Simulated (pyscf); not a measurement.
## Elimination: HO–BH–OH (SMILES OBO) → O=B–OH (SMILES O=BO) + H₂ (SMILES [H][H])

Gas phase, singlet surface, charge 0. Bonds broken: O1–H4, B2–H5. Bonds formed: H4–H5. Optimised with ωB97X-D3(BJ)/def2-SVP in PySCF.

Transition state (Å):

```xyz
6

O     -2.1869     0.5234     0.4168
B     -1.0908    -0.0003     0.0079
O      0.0847     0.1809    -0.6230
H     -1.9311    -0.8377     0.6412
H     -1.1598    -1.4016     0.4045
H      0.2011     1.0936    -0.9196
```

One imaginary mode, 1607i cm⁻¹; descent along it reached the two sides named.

| bond | change | reactant side (Å) | saddle | product side |
|---|---|---|---|---|
| O1–H4 | breaks | 0.962 | 1.403 | 3.0 |
| B2–H5 | breaks | 1.211 | 1.458 | 3.0 |
| H4–H5 | forms | 2.397 | 0.984 | 0.760 |

Electronic energies relative to the reactant's lowest minimum found (kcal/mol):

| level | barrier | reaction energy | reverse barrier |
|---|---|---|---|
| ωB97X-D3(BJ)/def2-TZVP | 65.1 | +30.7 | 34.3 |
| PBE/def2-TZVP | 55.9 | +27.8 | 28.1 |
| r²SCAN/def2-TZVP | 59.6 | +29.6 | 30.1 |
| B3LYP-D3(BJ)/def2-TZVP | 62.4 | +27.6 | 34.8 |
| PBE0-D3(BJ)/def2-TZVP | 61.8 | +32.2 | 29.6 |
| M06-2X/def2-TZVP | 66.0 | +30.2 | 35.8 |
| ωB97M-D3(BJ)/def2-TZVP | 63.8 | +29.4 | 34.4 |
| HF/def2-TZVP | 79.2 | +31.7 | 47.5 |

With ωB97M-D3(BJ)/def2-TZVP energies and thermal terms (ideal gas, 1 atm, RRHO with modes under 100 cm⁻¹ raised to 100, one conformer, R ln 2 for chiral ones without a mode under 150 cm⁻¹), in kcal/mol:

```
T (K)   ΔH‡   ΔG‡     ΔH     ΔG
-----  ----  ----  -----  -----
298    59.2  59.0  +23.5  +15.1
600    59.1  58.8  +24.4   +6.1
900    58.9  58.7  +24.5   -3.1
1200   58.6  58.6  +24.2  -12.3
```

At the saddle there is also a short B–H contact that neither side keeps. The same reactants have a lower exit, to H₂O + HB=O (barrier +54.0 kcal/mol at ωB97M-D3(BJ)/def2-TZVP, against +63.8 kcal/mol here). This is the saddle that the search found; another between the same sides may lie lower.
